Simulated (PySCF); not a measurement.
Ligands exchanged one at a time, Al F-OH. All species are isolated molecules in the gas phase. One relaxed conformer stands for each flexible species; it need not be the lowest. Strings in code marks are SMILES.

All values below come from PBE0-D3(BJ)/def2-TZVP in PySCF. 

| species | S1 oscillator strength | LUMO (eV) |
|---|---|---|
| 0 of 3 F replaced by OH | 0.000 | [?] |
| 1 of 3 F replaced by OH (`[OH][Al]([F])[F]` (H–O–Al–F torsion 0°)) | 0.049 | -1.09 |
| 2 of 3 F replaced by OH (`[OH][Al]([OH])[F]` (H–O–Al–F torsion 180°, F–Al–O–H torsion 0°)) | 0.000 | -0.74 |
| 3 of 3 F replaced by OH | 0.000 | [?] |

**Question.** What belongs in the gaps?

**Answer.** 
- 0 of 3 F replaced by OH, LUMO (eV): -1.49
- 3 of 3 F replaced by OH, LUMO (eV): -0.43
